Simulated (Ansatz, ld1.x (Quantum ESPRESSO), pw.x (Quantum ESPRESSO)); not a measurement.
**Which Hf potential is closest to all-electron in the fcc crystal?**

All use PBEsol, scalar-relativistic, no spin, cutoffs from each file’s atomic test, pw.x 7.5; 13³ k-points, Fermi–Dirac smearing 0.01 Ry. Δ is the rms difference from all-electron LAPW of the E(V) curves that follow from fits to the pressures, over ±6 % in volume. Mesh and smearing are coarse and serve the comparison alone. The files are a selection: those with a ghost or negative overlap were mostly not run, and those with noisy or unconverged pressures or nearly equal Δ are left out.

All-electron: a0 = 4.424 Å (V0 = 21.65 Å³/atom), B0 = 107.7 GPa.

Q: Rank them by Δ, smallest first.
A. norm-conserving RRKJ (Kleinman–Bylander form), ld1.x (Quantum ESPRESSO) 7.5, PBEsol; core [Xe] 4f14, reference 5d2 6s1.75 6p0; waves: 6p (bound, empty): rc 3.25 bohr; 5d (bound): rc 2.80 bohr; 6s (bound): rc 2.25 bohr; local part: the s channel; core correction: a·sin(br)/r model core inside 1.85 bohr.
B. norm-conserving Troullier–Martins (Kleinman–Bylander form), ld1.x (Quantum ESPRESSO) 7.5, PBEsol; core [Xe] 4f14, reference 5d2 6s2 6p0; waves: 6p (bound, empty): rc 3.80 bohr; 5d (bound): rc 2.55 bohr; 5f channel at -0.15 Ry: rc 3.20 bohr; 6s (bound): rc 3.05 bohr; local part: the s channel; core correction: none.
C. norm-conserving Troullier–Martins (Kleinman–Bylander form), ld1.x (Quantum ESPRESSO) 7.5, PBEsol; core [Xe] 4f14, reference 5d2 6s1.5 6p0.5; waves: 6p (bound): rc 2.90 bohr; 5d (bound): rc 2.15 bohr; 6s (bound): rc 3.05 bohr; local part: the s channel; core correction: none.
D. norm-conserving Troullier–Martins (Kleinman–Bylander form), ld1.x (Quantum ESPRESSO) 7.5, PBEsol; core [Xe] 4f14, reference 5d2 6s2 6p0; waves: 6p (bound, empty): rc 3.80 bohr; 5d (bound): rc 2.45 bohr; 6s (bound): rc 2.90 bohr; local part: the s channel; core correction: Bessel-smoothed model core inside 2.50 bohr.

A: A (3.1 meV/atom), B (5.9 meV/atom), D (8.9 meV/atom), C (17.3 meV/atom).
